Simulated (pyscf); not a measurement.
**Four-centre exchange: H₂Al–PH₂ + H₂ -> H₂Al–PH₂ + H₂**

Gas phase, singlet surface, charge 0. Bonds broken: P1–H3, H7–H8. Bonds formed: P1–H7, H3–H8. Single points on ωB97X-D3(BJ)/def2-SVP structures (PySCF, gas phase).

Transition state (Å):

```xyz
8

P     -1.8038     0.4382     0.2653
Al     0.2924    -0.1680    -0.5228
H     -0.7465     0.6957     1.6760
H     -2.2993     0.8461    -1.0492
H      0.6346    -0.0241    -2.0659
H      1.3541    -0.7224     0.5128
H     -1.2861    -0.8277     1.4059
H     -0.7045    -0.2641     2.0366
```

One imaginary mode, 2209i cm⁻¹; descent along it reached the two sides named.

```json
[
 {"bond": "P1–H3", "change": "breaks", "reactant side (Å)": "1.422", "saddle": "1.782", "product side": "3.4"},
 {"bond": "H7–H8", "change": "breaks", "reactant side (Å)": "0.761", "saddle": "1.027", "product side": "3.0"},
 {"bond": "P1–H7", "change": "forms", "reactant side (Å)": "3.4", "saddle": "1.781", "product side": "1.422"},
 {"bond": "H3–H8", "change": "forms", "reactant side (Å)": "2.9", "saddle": "1.026", "product side": "0.761"}
]
```

Electronic energies relative to the separated reactants (kcal/mol):

```tsv
level	barrier	reaction energy	reverse barrier
ωB97X-D3(BJ)/def2-TZVP	78.4	0.0	78.4
PBE/def2-TZVP	65.8	0.0	65.8
r²SCAN/def2-TZVP	71.2	0.0	71.2
B3LYP-D3(BJ)/def2-TZVP	74.2	0.0	74.2
PBE0-D3(BJ)/def2-TZVP	71.0	0.0	71.0
M06-2X/def2-TZVP	78.9	0.0	78.9
ωB97M-D3(BJ)/def2-TZVP	76.0	0.0	76.0
HF/def2-TZVP	100.7	0.0	100.7
```

With ωB97M-D3(BJ)/def2-TZVP energies and thermal terms (ideal gas, 1 atm, RRHO with modes under 100 cm⁻¹ raised to 100, one conformer, R ln 2 for chiral ones without a mode under 150 cm⁻¹), in kcal/mol:

| T (K) | ΔH‡ | ΔG‡ | ΔH | ΔG |
|---|---|---|---|---|
| 298 | 74.5 | 82.9 | 0.0 | 0.0 |
| 600 | 73.8 | 91.9 | 0.0 | 0.0 |
| 900 | 73.9 | 100.9 | 0.0 | 0.0 |
| 1200 | 74.3 | 109.9 | 0.0 | 0.0 |

One saddle was located; it need not be the lowest between these sides.
